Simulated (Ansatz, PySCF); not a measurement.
This PySCF input computes a BLYP/def2-TZVPD energy:

```python
from pyscf import gto, scf, dft

mol = gto.M(
    atom='''
    C     0.01278651    0.10878287    0.77591448
    C    -0.01004020    0.03731449   -0.57342092
    H     0.02491044   -0.93690889    1.17613433
    H    -0.02531590    0.94370798   -1.19774587
    H    -0.01607244   -0.88338326   -1.19334978
    ''',
    basis='def2-tzvpd',
    charge=-1,
    spin=0,
    verbose=4,
)

mf = dft.RKS(mol, xc='blyp').density_fit(auxbasis='def2-universal-jkfit')
mf.grids.level = 3
mf.conv_tol = 1e-9
mf.max_cycle = 100
mf.max_memory = 1500
mf.kernel()
if not mf.converged:
    mf = mf.newton()
    mf.kernel(mf.make_rdm1())
mf.analyze()
```

Write an input for the same energy in Ansatz (a quantum-chemistry and plane-wave program) and say what it gives.


Ansatz 0.2 input:
```yaml
crystal:
  periodic: [false, false, false]
  atoms:
    - {symbol: C, position_ang: [0.01278651, 0.10878287, 0.77591448]}
    - {symbol: C, position_ang: [-0.01004020, 0.03731449, -0.57342092]}
    - {symbol: H, position_ang: [0.02491044, -0.93690889, 1.17613433]}
    - {symbol: H, position_ang: [-0.02531590, 0.94370798, -1.19774587]}
    - {symbol: H, position_ang: [-0.01607244, -0.88338326, -1.19334978]}
basis:
  gaussian:
    orbitals: def2-TZVPD
hamiltonian:
  xc: {name: BLYP}
total_charge: -1
output: {forces: true}
```
It gives -77.91645 Eh, and PySCF -77.91650 Eh, a difference of 0.05 mEh, from the treatment of integrals and grids.

It need not be the lowest isomer of its formula. Whether it binds its extra electron was not tested at this geometry.
